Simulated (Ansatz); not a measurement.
`[Na][Cl]` + CH₃SH → `C[S][Na]` + HCl at 600 K and 1 bar (ligand exchange at the Na–Cl bond).

Isolated molecules relaxed with PBE0-D4/def2-TZVP in Ansatz; ΔE leaves out vibrations. CBS: MP2 limit from def2 TZ/QZ plus the TZ coupled-cluster correction, frozen cores. This one scheme is used for every species. For Na outer-core shells are correlated without core-valence functions, which leaves a few kJ/mol of doubt a bond.

| species | CCSD(T)/CBS energy (Eh) | H − E (kJ/mol) | S (J/(mol·K)) |
| --- | --- | --- | --- |
| `[Na][Cl]` | -621.93905 | 22.8 | 255.0 |
| CH₃SH | -438.22835 | 152.3 | 296.8 |
| `C[S][Na]` | -599.74600 | 138.1 | 357.3 |
| HCl | -460.38127 | 35.4 | 207.2 |

H − E and S are ideal-gas, rigid-rotor, harmonic terms from PBE0-D4/def2-TZVP. 1 Eh = 2625.50 kJ/mol, R = 8.31446 J/(mol·K).

By hand: ΔE, ΔH, ΔS and ΔG.

ΔE = (-599.74600) + (-460.38127) − (-621.93905) − (-438.22835) = 0.04013 Eh = 105.4 kJ/mol. Δ(H − E) = 138.1 + 35.4 − 22.8 − 152.3 = -1.6, so ΔH = 103.8 kJ/mol. ΔS = 357.3 + 207.2 − 255.0 − 296.8 = 12.7 J/(mol·K). ΔG = 103.8 − 600 × (12.7)/1000 = 96.2 kJ/mol.

By hand: the equilibrium constant, and the temperature at which ΔG would vanish if ΔH and ΔS stayed fixed.

log₁₀ K = −ΔG/(RT ln 10) = -8.4. ΔG = 0 at ΔH/ΔS = 8173 K, far beyond where these terms or the molecules hold.

The number of gas molecules stays the same, so ΔS is small and ΔH decides. A doubt of 5 kJ/mol in ΔE shifts log₁₀ K by 0.4 here. These are equilibria of isolated gas molecules and say nothing of rates. Largest T1 diagnostic: 0.010 (customary marks: 0.02 for closed shells, 0.045 for open ones).
